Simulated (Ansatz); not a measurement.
**Zinc-blende ZnSe, enthalpy of formation**

Reference value: -0.85 eV/atom (measured, 298 K, not corrected to a static lattice; as tabulated in Zhang et al. (2018), doi:10.1038/s41524-018-0065-z).

What do LDA, PBE, PBE-D4, r²SCAN+rVV10, HSE06 give, and how far is each from the reference?


```tsv
level (code)	value (eV/atom)	difference (eV/atom)
LDA (Ansatz)	-0.668	+0.182
PBE (Ansatz)	-0.714	+0.136
PBE-D4 (Ansatz)	-0.680	+0.170
r²SCAN+rVV10 (Ansatz)	-0.828	+0.022
HSE06 (Ansatz)	-0.876	-0.026
```

Nearest, and too close to rank with a margin of 0.030 eV/atom (twice that across the reference) picked here for doubts on the reference and the settings, and for temperature and zero-point motion: r²SCAN+rVV10 (+0.022 eV/atom), HSE06 (-0.026 eV/atom). Farthest off: LDA (+0.182 eV/atom). Within 0.05 eV/atom: r²SCAN+rVV10, HSE06. Of the first-principles levels, DFT without exact exchange (r²SCAN+rVV10) would do here.

The reference has no zero-point or thermal correction, while the calculations are for a static lattice, so the differences are not the levels' errors alone.  HSE06: hybrids on metals are sensitive to the k mesh and can open a false gap. Each level is taken at its own relaxed cell. Ansatz's density-functional and Hartree–Fock values are scalar-relativistic unless marked +SOC, with PAW data made under PBE.

Differences are worked out from the printed values.

Ansatz is a first-principles code.
